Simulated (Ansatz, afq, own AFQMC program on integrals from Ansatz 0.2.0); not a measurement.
Two steps: Ansatz 0.2.0 writes the Fock matrix and Cholesky factors of the valence space, and afq projects on them the lowest state that overlaps trial and start.

```yaml
crystal:
  periodic: [false, false, false]
  atoms:
    - {symbol: Ta, position_ang: [0.000000, 0.000000, 0.000000]}
basis:
  gaussian: {orbitals: def2-SVP}
magnetization: {spin_polarized: false, initial_magnetization: 1}
correlation: {method: ccsd_t, electrons: outside_noble_gas, hamiltonian_folder: ham}
```

```sh
$ ansatz run in.yaml --threads 1 --pin off --events-out ev --progress --plain --max-ram 16896MiB --backend cuda --devices 0, --max-vram 18GiB
```

Options of the walk:

```
--method phaseless --trial cid --walkers 40 --populations 1 --least-time 40 --time-step 0.04 --steps-per-block 5 --equilibration-blocks 15 --max-blocks 300 --target-error 0.00054 --factor-cut 1e-05 --start determinant --seed 3340 --taylor-order 6
```

Times are imaginary, in 1/Eh. The walk had a cap of 60 s. Core potentials past Kr, no spin–orbit coupling.

Log:

```
orbitals 28  electrons 3 2  factors 199 of 199
reference energy -56.21733214 Eh
CCSD correlation -0.08035509 Eh in 19 cycles, weight of the determinant in the CISD state 0.8551
energy of the start -56.297280 Eh
 block  time / (1/Eh)  mean weight  energy / Eh
     1     0.200  1.0051  -56.296970
     2     0.400  1.0040  -56.297084
     3     0.600  0.9980  -56.296920
     4     0.800  0.9985  -56.297488
     5     1.000  0.9995  -56.297871
     8     1.600  1.0024  -56.298068
    11     2.200  1.0028  -56.298830
    26     5.200  1.0029  -56.303696
    41     8.200  0.9987  -56.302218
    56    11.200  0.9776  -56.298200
    71    14.200  1.0013  -56.298462
    86    17.200  1.0098  -56.303688
   101    20.200  0.9851  -56.303844
   116    23.200  0.9889  -56.298788
   131    26.200  0.9819  -56.303100
   146    29.200  0.9947  -56.300627
   156    31.200  1.0103  -56.320650
   161    32.200  1.0029  -56.299120
   176    35.200  0.9855  -56.296717
   191    38.200  1.0048  -56.302856
   206    41.200  1.0027  -56.303197
   211    42.200  0.9771  -56.305918
blocks merged  error / Eh  count
     1  0.000301  200
     2  0.000360  100
     4  0.000395  50
     8  0.000421  25
    16  0.000450  12
energy -56.303397 +/- 0.000421 Eh
(rows thinned)
```

The run passed its tests (sampling time, drift between the halves within three errors, error under three times the target), which doesn't prove that it has relaxed. The second half of the sampling lies below the first by 2.0 errors of their difference, so the energy may still be moving and its error bar be too small.

Against this walk (error 11.5 meV) on the same determinant: CCSD(T) 26.3 meV higher, full CI for this spin (own frozen core, lowest symmetry allowed) 144.0 meV lower, a separate phaseless walk with a CISD trial and standard settings 10.4 ± 11.9 meV higher (within the noise). The error is statistical and leaves out the bias of the constraint. None of these is a sure reference here.

Cautions: constraint bias not in the error; no spin-orbit coupling; outer-core shells of the metal frozen; a spin-contaminated unrestricted determinant lies lower (UHF 951 meV lower, ⟨S²⟩ 1.99); the search met a lower determinant of the same kind, perhaps of another symmetry (5 meV lower), and this one is a saddle point; a state of higher spin lies lower (by 1.06 eV); the time-step error isn't removed.

The walk took 5.9 s on 1 × NVIDIA H100 80GB HBM3 with 2 threads of AMD EPYC 7R13 Processor (Zen 3), with other jobs on the host (the card was shared). The log's last line is the phaseless energy.

A walk keeps the symmetry of its determinant, which the program's search chose and which needn't be the lowest solution, so a lower state of the same spin and another symmetry isn't excluded.
